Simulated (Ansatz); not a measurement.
Total energies of BH₅OSi, SMILES `OB[SiH3]`.

| atom | x (Å) | y (Å) | z (Å) |
| --- | --- | --- | --- |
| O1 | 0.771 | 0.051 | 1.663 |
| B2 | 0.790 | 0.134 | 0.315 |
| Si3 | -0.930 | -0.138 | -0.724 |
| H4 | 1.630 | 0.194 | 2.071 |
| H5 | 1.832 | 0.370 | -0.245 |
| H6 | -0.762 | -1.270 | -1.681 |
| H7 | -1.221 | 1.078 | -1.537 |
| H8 | -2.110 | -0.421 | 0.138 |

Total charge 0; spin multiplicity 1. The structure was optimised at the PBE0-D4/def2-TZVP level. It is one conformer, not always the lowest. Basis def2-TZVPP, Ansatz.

RPA on PBE orbitals: Hartree–Fock energy of these orbitals -391.43177 Eh, correlation -0.82852 Eh (frozen core).

```
             functional                                       kind  energy without D4 (Eh)  D4 term (kJ/mol)
                 revPBE                                        GGA              -392.55122             -33.7
                 r2SCAN                                   meta-GGA              -392.55890              -2.5
                 B97M-V                         meta-GGA with VV10              -392.55766                 –
                r2SCANh                      meta-GGA hybrid, 10 %              -392.55250              -2.7
                r2SCAN0                      meta-GGA hybrid, 25 %              -392.54364              -3.0
HSE06 (plane-wave form)                            screened hybrid              -392.38821              -8.3
              CAM-B3LYP                     range-separated hybrid              -392.60954              -9.1
                ωB97X-V       range-separated hybrid GGA with VV10              -392.56773                 –
                ωB97M-V  range-separated hybrid meta-GGA with VV10              -392.57372                 –
               PBE-QIDH                              double hybrid              -392.30115                 –
```

Give the same for LDA (SPW92), PBE, BLYP, PBE0, B3LYP, BHLYP, LC-ωPBE, B2PLYP. (An estimate is asked.)

Ansatz gave: 
| functional | kind | energy without D4 (Eh) | D4 term (kJ/mol) |
| --- | --- | --- | --- |
| LDA (SPW92) | LDA | -390.61548 | – |
| PBE | GGA | -392.36149 | -10.7 |
| BLYP | GGA | -392.61036 | -23.9 |
| PBE0 | global hybrid, 25 % exact exchange | -392.40061 | -9.0 |
| B3LYP | global hybrid, 20 % | -392.67924 | -17.4 |
| BHLYP | global hybrid, 50 % | -392.59673 | -13.1 |
| LC-ωPBE | long-range corrected hybrid | -392.49043 | – |
| B2PLYP | double hybrid | -392.44544 | – |

B3LYP takes the VWN-RPA correlation (the form of Gaussian; ORCA's B3LYP/G). HSE06 is the plane-wave form, built on full-range PBE exchange. The double hybrids freeze the cores in their second-order part.

LC-ωPBE has ω = 0.4 bohr⁻¹.
